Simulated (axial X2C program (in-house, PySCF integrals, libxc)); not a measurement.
Outer orbitals of AlSi at 2.431 Å, B97-3

All values were computed with an in-house all-electron X2C program for linear molecules (integrals from PySCF). Spin-free means the one-electron spin-free X2C Hamiltonian; two-component (2c) means X2C with spin–orbit coupling and atomic mean-field two-electron Coulomb and Gaunt terms, so the difference of the two also holds small scalar two-electron terms. Basis: Si dyall-v3z [8s7p2d1f], Al dyall-v3z [8s8p2d1f] (cores contracted in-house); Gaussian nuclei, density fitting, unrestricted open shells. Masses: Si 27.977 u, Al 26.982 u.

The distance is close to the 2c PBE0 minimum; the highest filled and lowest empty levels are listed.

Spin-free orbitals, state M_S = 3/2, Λ = 0 (beyond evenly filled blocks: σα, π+α, π-α) (Löwdin shares):

| symmetry | occupied | ε (eV) | atomic character |
| --- | --- | --- | --- |
| σα | yes | -13.68 | 63% Si s, 19% Al s, 11% Al p |
| σβ | yes | -11.55 | 59% Si s, 25% Al s, 9% Al p |
| σα | yes | -9.06 | 49% Al s, 28% Si p, 14% Si s |
| σβ | yes | -7.66 | 48% Al s, 22% Si p, 17% Si s |
| σα | yes | -5.68 | 41% Si p, 40% Al p, 14% Al s |
| π-α | yes | -5.67 | 69% Si p, 24% Al p, 5% Al d |
| π+α | yes | -5.67 | 69% Si p, 24% Al p, 5% Al d |
| π+β | no | -2.92 | 53% Si p, 43% Al p, 2% Al d |
| π-β | no | -2.92 | 53% Si p, 43% Al p, 2% Al d |
| σβ | no | -2.84 | 44% Si p, 40% Al p, 12% Al s |
| π+α | no | -1.49 | 67% Al p, 20% Si p, 6% Si d |
| π-α | no | -1.49 | 67% Al p, 20% Si p, 6% Si d |

Spinors with spin–orbit coupling (state Ω = 3/2):

```csv
ω,occupied,ε (eV),atomic character,λ mixture
1/2,yes,-13.68,"63% Si s, 19% Al s, 11% Al p",100% σ
-1/2,yes,-11.55,"59% Si s, 25% Al s, 9% Al p",100% σ
1/2,yes,-9.06,"49% Al s, 28% Si p, 14% Si s",100% σ
-1/2,yes,-7.66,"48% Al s, 22% Si p, 17% Si s",100% σ
-1/2,yes,-5.68,"69% Si p, 24% Al p, 5% Al d",100% π
1/2,yes,-5.68,"41% Si p, 40% Al p, 14% Al s",100% σ
3/2,yes,-5.66,"69% Si p, 24% Al p, 5% Al d",100% π
1/2,no,-2.93,"53% Si p, 43% Al p, 2% Al d",100% π
-3/2,no,-2.92,"53% Si p, 43% Al p, 2% Al d",100% π
-1/2,no,-2.84,"44% Si p, 40% Al p, 12% Al s",100% σ
-1/2,no,-1.50,"67% Al p, 20% Si p, 6% Si d",100% π
```

Mulliken charges and populations of the two-component result (they depend on the basis, above all on diffuse functions):

Si -0.20 e (s 5.92 p 8.23 d 0.04), Al 0.20 e (s 5.77 p 6.95 d 0.07 f 0.01). ⟨Lz⟩ = 0.00 ħ and ⟨Sz⟩ = 1.50 ħ (0.99 and 0.51 on the two atoms), which add up to Ω.

The state is one determinant whose occupation by symmetry is held fixed; it was picked as the lowest of a PBE0 search that is not exhaustive. Density functionals use the spin component along the axis (collinear). Other states lie close and PBE0, whose exact exchange favours high spin, may order them wrongly; the determinant shown need not be the ground state. The nearest other spin-free determinant of the search, M_S = 1/2, Λ = 0, lies 0.26 eV up at the distance of the search. With several unpaired electrons one determinant need not be a pure state. This is the top spin component of a Σ state; components of lower Ω are not single determinants and can lie lower.
